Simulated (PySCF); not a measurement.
tert-butylazomethine, C5H11N.
Z-matrix (Å and degrees, PBE0-D3(BJ)/def2-SVP geometry), rows numbered from 1:
```
C 
N   1  1.2612
C   2  1.4609  1  121.97
C   3  1.5313  2  105.77  1  -121.30
C   3  1.5284  2  115.71  1     0.60
C   3  1.5317  2  105.76  1   122.43
H   1  1.1006  2  118.75  3  -179.78
H   1  1.1059  2  125.02  3     0.27
H   4  1.0994  3  110.15  2   -52.99
H   4  1.1007  3  110.71  2  -173.42
H   4  1.1010  3  110.65  2    66.38
H   5  1.1016  3  111.81  2   -60.32
H   5  1.1015  3  111.79  2    61.31
H   5  1.0998  3  109.76  2  -179.43
H   6  1.1008  3  110.73  2   174.43
H   6  1.0994  3  110.18  2    53.92
H   6  1.1008  3  110.60  2   -65.43
```

Computed, not measured: core-valence-separated Tamm–Dancoff BHandHLYP/aug-pcX-1 (pcseg-1 on H) in PySCF, non-relativistic, gas phase, PBE0-D3(BJ)/def2-SVP geometry. Absolute energies from this functional tend to lie a few eV below measured edges; no shift was applied.

Task: Give energies, oscillator strengths and core holes at the N K edge.

Result: 
| E (eV) | f | core hole on | main final orbital |
| --- | --- | --- | --- |
| 395.96 | 0.0631 | N2 | LUMO+1 (73 %) |
| 401.09 | 0.0037 | N2 | LUMO (39 %) |
| 401.50 | 0.0020 | N2 | LUMO+2 (54 %) |
| 401.57 | 0.0034 | N2 | LUMO (45 %) |
| 401.83 | 0.0001 | N2 | LUMO+3 (84 %) |
| 402.20 | 0.0102 | N2 | LUMO+5 (74 %) |
| 402.38 | 0.0017 | N2 | LUMO+6 (54 %) |

The first line with a tenth or more of the strongest one's intensity is at 395.96 eV (f = 0.063), with the hole on N2 (imine nitrogen). It is also the strongest listed.

Task: List the carbon K-edge absorption lines.

Result: 
```tsv
E (eV)	f	core hole on	main final orbital	polarisation
282.85	0.0643	C1	LUMO+1 (65 %)	normal to the local trigonal plane
285.36	0.0367	C4/C5/C6	LUMO (3 roots, f summed)	–
285.66	0.0152	C4/C6	LUMO+1 (2 roots, f summed)	–
285.73	0.0146	C5	LUMO+1 (72 %)	–
286.00	0.0267	C5	LUMO+2 (36 %)	–
286.11	0.0492	C4/C6	spread (2 roots, f summed)	–
286.21	0.0550	C4/C6	LUMO+7 (2 roots, f summed)	–
286.32	0.0002	C3	LUMO+1 (88 %)	–
286.42	0.0160	C5	LUMO+8 (32 %)	–
286.74	0.0096	C1	LUMO+2 (43 %)	in the local trigonal plane
286.77	0.0043	C4/C6	LUMO (2 roots, f summed)	–
286.92	0.0036	C5	LUMO+4 (33 %)	–
287.05	0.0089	C4/C6	spread (2 roots, f summed)	–
287.16	0.0126	C4/C6	spread (2 roots, f summed)	–
287.28	0.0062	C5	LUMO+2 (36 %)	–
```

The first line with a tenth or more of the strongest one's intensity is at 282.85 eV (f = 0.064), with the hole on C1 (imine carbon), polarised normal to the local trigonal plane: a 1s→π* resonance. It is also the strongest listed.

Roots within 0.03 eV whose holes lie on the same, on equivalent or on shared atoms are summed into one line, and the highest roots are left out, as the search may have cut off their partners. Final orbitals are the ground state's empty Kohn–Sham orbitals. A dash: too weak, shared between unlike atoms, or no plane or axis to refer to.

Task: What is the summed oscillator strength of the listed N K lines, and their intensity-weighted mean energy?

Result: Σf = 0.084 over 7 lines from 395.96 to 402.38 eV; the weighted mean is 397.44 eV. The strongest line holds 75 % of the sum.

Only the lowest roots of each edge were sought.
